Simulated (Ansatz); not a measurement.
Ta (bcc, W type): values from a third-order Birch-Murnaghan fit to a volume scan beside measured ones. Computed values: r2SCAN (plane waves to 500 eV, PAW, scalar-relativistic; Ansatz, a quantum-chemistry and plane-wave program). Spin-orbit coupling is left out, though Ta is heavy. Ta is run without spin polarisation. Ta was relaxed with its symmetry unable to fall. The PAW data are Ansatz's earlier set.

```
quantity                reference                                       kind
----------------------  ---------  -----------------------------------------
Lattice constant a (Å)      3.299  measured, corrected to the static lattice
Bulk modulus B₀ (GPa)         198  measured, corrected to the static lattice
```

References as given in: Daniel Mejia-Rodriguez, S. B. Trickey, Physical Review B (2018), arXiv:1807.09216; H. Levämäki, M. P. J. Punkkinen, K. Kokko et al., Physical Review B (2014), arXiv:1402.3671.

Problem. What does r2SCAN give, and how far is that from the reference?

Solution. 
| quantity | r2SCAN | difference |
|---|---|---|
| Lattice constant a (Å) | 3.305 | +0.2 % |
| Bulk modulus B₀ (GPa) | 203 | +2.7 % |

For the lattice constant a it lies within 0.3 % of the reference. For the bulk modulus B₀ it lies within 5 % of the reference.

(A scan under strain: stresses follow from slopes of the energy per volume, elastic moduli from its curvatures.)
